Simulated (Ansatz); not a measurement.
**C₂H₄B+ (SMILES B=C[CH2+]): single points off equilibrium**

The atoms stand at a structure displaced at random from a GFN2-xTB minimum. How far do the functionals agree with CCSD(T) there?

Computed with Ansatz 0.2.0, Gaussian basis. Level: single points in def2-TZVPP.

Cores are frozen in the correlated methods.

## (1) Where the work starts

SMILES `B=C[CH2+]`, 7 atoms, charge 1, spin multiplicity 1.

Atoms are counted from 1 here; the program's logs count them from 0.

Bond lengths: B1–C2 1.514 Å, B1–H4 1.079 Å, C2–C3 1.403 Å, C2–H5 0.965 Å, C3–H6 1.147 Å, C3–H7 1.096 Å. Angles: C2–B1–H4 171.2°, B1–C2–C3 134.1°, B1–C2–H5 97.5°, C3–C2–H5 127.0°, C2–C3–H6 114.6°, C2–C3–H7 116.5°, H6–C3–H7 126.7°.

Coordinates:

```xyz
7
charge 1, multiplicity 1
B    -1.0952   -0.3326   -1.0434
C    -0.1835    0.3205   -0.0265
C     0.8137   -0.1560    0.8383
H    -1.7495   -0.6499   -1.8411
H    -0.3288    1.2356   -0.2966
H     1.4247    0.6627    1.3594
H     1.0913   -1.2107    0.7296
```

## (2) CCSD(T)/def2-TZVPP

run/in.yaml reads:

```yaml
crystal:
  periodic: [false, false, false]
  atoms:
    - {symbol: B, position_ang: [-1.095200, -0.332600, -1.043400]}
    - {symbol: C, position_ang: [-0.183500, 0.320500, -0.026500]}
    - {symbol: C, position_ang: [0.813700, -0.156000, 0.838300]}
    - {symbol: H, position_ang: [-1.749500, -0.649900, -1.841100]}
    - {symbol: H, position_ang: [-0.328800, 1.235600, -0.296600]}
    - {symbol: H, position_ang: [1.424700, 0.662700, 1.359400]}
    - {symbol: H, position_ang: [1.091300, -1.210700, 0.729600]}
basis:
  gaussian: {orbitals: def2-TZVPP}
total_charge: 1
correlation: {method: ccsd_t}
output: {forces: true}
```

No record of the launch command was kept for these runs.

## (3) PBE0-D4/def2-TZVPP

run/in.yaml, as its differences from that of step 2:

```diff
@@ -13,3 +13,3 @@
 total_charge: 1
-correlation: {method: ccsd_t}
-output: {forces: true}
+hamiltonian: {xc: pbe0, dispersion: d4}
+output: {forces: true, orbitals: {seedname: orbitals}}
```

## (4) wB97M-V/def2-TZVPP

run/in.yaml, as its differences from that of step 3:

```diff
@@ -13,3 +13,3 @@
 total_charge: 1
-hamiltonian: {xc: pbe0, dispersion: d4}
-output: {forces: true, orbitals: {seedname: orbitals}}
+hamiltonian: {xc: {name: wB97M-V}}
+output: {forces: true}
```

## (5) r2SCAN-D4/def2-TZVPP

run/in.yaml, as its differences from that of step 4:

```diff
@@ -13,3 +13,3 @@
 total_charge: 1
-hamiltonian: {xc: {name: wB97M-V}}
+hamiltonian: {xc: r2scan, dispersion: d4}
 output: {forces: true}
```

## (6) PBE-D4/def2-TZVPP

run/in.yaml, as its differences from that of step 5:

```diff
@@ -13,3 +13,3 @@
 total_charge: 1
-hamiltonian: {xc: r2scan, dispersion: d4}
+hamiltonian: {xc: pbe, dispersion: d4}
 output: {forces: true}
```

## (7) BHLYP-D4/def2-TZVPP

run/in.yaml, as its differences from that of step 6:

```diff
@@ -13,3 +13,3 @@
 total_charge: 1
-hamiltonian: {xc: pbe, dispersion: d4}
+hamiltonian: {xc: {name: BHLYP}, dispersion: d4}
 output: {forces: true}
```

## (8) BLYP-D4/def2-TZVPP

run/in.yaml, as its differences from that of step 7:

```diff
@@ -13,3 +13,3 @@
 total_charge: 1
-hamiltonian: {xc: {name: BHLYP}, dispersion: d4}
+hamiltonian: {xc: {name: BLYP}, dispersion: d4}
 output: {forces: true}
```

(Steps that only read results are left out.)

**Question.** What will these runs give? Wanted: energy less free atoms, CCSD(T)/def2-TZVPP; RMS force component; RMS force error; HOMO and LUMO, PBE0-D4; T1 diagnostic.

As calculated:

| quantity | value |
| --- | --- |
| energy less free atoms, CCSD(T)/def2-TZVPP | -1794.9 kJ/mol |
| RMS force component | 2.683 to 2.827 eV/Å over the methods |
| RMS force error | PBE0-D4 0.202, wB97M-V 0.186, r2SCAN-D4 0.153, PBE-D4 0.178, BHLYP-D4 0.266, BLYP-D4 0.111 eV/Å |
| HOMO and LUMO, PBE0-D4 | -14.79 and -9.34 eV |
| T1 diagnostic | 0.017 |

Against CCSD(T) the functionals' energies less atoms differ by -137.4 to -22.5 kJ/mol, PBE-D4 by -137.4 kJ/mol. CCSD(T) in triple zeta still lacks some correlation energy of the bonds, so part of these gaps is its own basis error and they don't rank the functionals. For forces BLYP-D4 does best and BHLYP-D4 worst. Frozen-core CCSD(T) forces in triple zeta carry basis errors of their own, and this is one geometry, so small gaps rank nothing. The restricted Hartree–Fock reference is unstable towards an unrestricted one at one or more of these structures.
